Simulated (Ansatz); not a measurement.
Saddle point of C$_{2}$H$_{3}$F, singlet (C₂H₃F ([CH3][C][F]) → C₂H₃F (C=CF); bonds formed: H1–C3; bonds broken: H1–C2), PBE0-D4/def2-TZVP structure:

H1  (0.049, -1.049, 0.072)
C2  (0.368, 0.238, 0.296)
C3  (-0.192, -0.221, -0.883)
F4  (-1.496, 0.120, -0.951)
H5  (1.429, 0.055, 0.438)
H6  (-0.158, 0.857, 1.028)
(Å)

Energies are electronic, without zero-point energy. Barriers and step energies count from the start structure reached by relaxing down the imaginary mode; all methods use the PBE0-D4 structures, on which another method's saddle can fall below an end. Program: Ansatz 0.2.0. Basis: def2-TZVPP, with def2-QZVPP for the basis limit. Cores are frozen in the correlated methods. B3LYP uses VWN-RPA correlation. Extrapolation: Hartree–Fock as exp(−7.88 √X), correlation as X^−2.97.

| method | barrier (kcal/mol) | step energy (kcal/mol) |
| --- | --- | --- |
| SPW92 | 10.05 | -56.96 |
| PBE-D4 | 13.31 | -54.05 |
| BLYP-D4 | ? | -53.08 |
| r2SCAN-D4 | 14.67 | -54.33 |
| B97M-V | 16.52 | -51.33 |
| PBE0-D4 | 15.32 | -54.05 |
| B3LYP-D4 | 17.04 | -53.43 |
| r2SCAN0-D4 | ? | -54.14 |
| BHLYP-D4 | ? | -52.52 |
| CAM-B3LYP-D4 | 17.56 | -53.08 |
| wB97X-V | 17.93 | -51.06 |
| wB97M-V | 17.11 | -51.03 |
| B2PLYP | 17.11 | -53.95 |
| PBE-QIDH | 16.57 | -54.60 |
| RPA on PBE | 19.42 | -49.72 |
| HF | 25.94 | -47.49 |
| MP2 | 15.79 | -56.75 |
| CCSD | 19.44 | -52.24 |
| CCSD(T) | 18.22 | -52.77 |

Task: Fill in the withheld barriers. (An estimate is asked for; the value comes from the calculation.)

Result: Computed: r2SCAN0-D4 16.10; BLYP-D4 15.77; BHLYP-D4 19.79 kcal/mol. Each is the energy of the saddle less that of the start structure, by the same method.

For comparison, the barrier by CCSD(T) at an estimated basis limit (MP2 extrapolated from triple and quadruple zeta, plus CCSD(T) − MP2 in triple zeta) is 17.53 kcal/mol.

The T1 diagnostic stays at or below 0.018. The restricted Hartree–Fock reference is unstable towards an unrestricted one at one or more of these structures.

Labels in which every atom is bracketed show which atoms are joined, not bond orders.

For scale, one of the runs: CCSD(T)/def2-TZVPP, 135 basis functions, launched by `ansatz run in.yaml --threads 2 --pin off --events-out ev --progress --plain --max-ram 4352MiB`. Time: 11 s of wall clock on 2 CPU threads of an Arm Neoverse V1; the host was shared. Peak host memory: 0.73 GiB.
